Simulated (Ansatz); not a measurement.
```yaml
crystal:
  periodic: [false, false, false]
  atoms:
    - {symbol: Ga, position_ang: [-2.661975, -0.165892, -0.002030]}
    - {symbol: Al, position_ang: [0.163314, 0.312388, 0.002647]}
    - {symbol: Ge, position_ang: [2.498661, -0.146496, -0.000617]}
basis:
  gaussian: {orbitals: def2-TZVP}
hamiltonian: {xc: pbe0}
relax: {f_tol: 0.004, max_steps: 80}
```

```sh
$ ansatz run in.yaml --threads 1 --pin off --events-out ev --progress --plain --max-ram 2176MiB
```

Steps of the relaxation (energy above the last step; positions in Å, forces in eV/Å):

```
3
step 1, 51.3 meV
Ga   -2.662   -0.166   -0.002    0.355    0.079    0.001
Al    0.163    0.312    0.003   -1.030    0.030    0.000
Ge    2.499   -0.146   -0.001    0.675   -0.109   -0.001
```

```
3
step 2, 11.9 meV
Ga   -2.653   -0.156   -0.002    0.209    0.047    0.000
Al    0.122    0.298    0.003   -0.223   -0.059   -0.001
Ge    2.531   -0.142   -0.001    0.014    0.012    0.000
```

```
3
step 3, 4.6 meV
Ga   -2.614   -0.143   -0.002   -0.027    0.004    0.000
Al    0.097    0.276    0.002    0.045   -0.016    0.000
Ge    2.516   -0.133   -0.001   -0.018    0.012    0.000
```

```
3
step 9, 0.0 meV
Ga   -2.657   -0.019   -0.001    0.007    0.001    0.000
Al    0.104    0.012    0.000   -0.002   -0.001    0.000
Ge    2.553    0.008    0.001   -0.005    0.001    0.000
```

```
3
step 11, 0.0 meV
Ga   -2.655   -0.014   -0.001    0.000    0.000    0.000
Al    0.103    0.001    0.000   -0.001    0.000    0.000
Ge    2.552    0.014    0.001    0.001    0.000    0.000
```

Close pairs at the end: Al2–Ge3 2.449 Å, Ga1–Al2 2.759 Å.

A stationary point of restricted PBE0 after 11 steps (its stability towards spin polarisation wasn't tested); no frequencies were run, so it isn't proven a minimum. 2.6 min on 1 thread of Intel Xeon 6975P-C, shared host.
